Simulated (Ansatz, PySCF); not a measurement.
Molecule: silicon monoxide triplet, SiO, charge 0, multiplicity 3. This is an excited triplet: at this geometry the singlet lies 4.23 eV lower at wB97M-V/def2-TZVPD. 
Geometry from a B3LYP-D3(BJ)/def2-TZVP (Ansatz, an electronic-structure program) optimisation:
SMILES: [Si]=O
```xyz
2

Si     0.0000     0.0000    -0.5723
O      0.0000     0.0000     1.0016
```
Charge 0, spin multiplicity 3.

Total electronic energies in hartree. Cores are frozen in the correlated levels unless marked. Open shells are spin-unrestricted. No spin-orbit coupling. Non-relativistic unless marked X2C.  The program attaches cautions to a run behind CCSD/STO-3G: large difference.

The Hartree-Fock reference is unstable (checked in the largest basis), which strains HF and MP2. The T1 diagnostic of CCSD in the largest basis is 0.051, which is high, so the coupled-cluster rows are less sure than usual.

| level | program | energy (Eh) |
|---|---|---|
| BLYP-D4/def2-TZVPD | Ansatz + dftd4 | -364.63075 |
| BLYP/def2-TZVPD | Ansatz | -364.62887 |
| revPBE-D4/def2-TZVPD | Ansatz + dftd4 | -364.55039 |
| BP86-D3(BJ)/def2-TZVPD | PySCF + dftd3 | -364.65476 |
| PBE0/def2-SVP | Ansatz | -364.21033 |
| CAM-B3LYP-D4/def2-TZVPD | Ansatz + dftd4 | -364.60076 |
| LC-wPBE/def2-TZVPD | Ansatz | -364.46745 |
| B2GP-PLYP-D4/def2-TZVPD | Ansatz + dftd4 | -364.38389 |
| RI-MP2/aug-cc-pV(T+d)Z | Ansatz | -364.00338 |
| CCSD/STO-3G | Ansatz | -359.37123 |
| CCSD/aug-cc-pV(D+d)Z | Ansatz | -363.95573 |
| CCSD(T)/def2-SVPD | Ansatz | -363.79550 |
| CCSD(T)/cc-pV(Q+d)Z | Ansatz | -364.07729 |
| X2C-CCSD(T)/cc-pVTZ-DK | Ansatz | -364.69564 |

Totals of different functionals don't rank their quality; only differences between species are comparable.
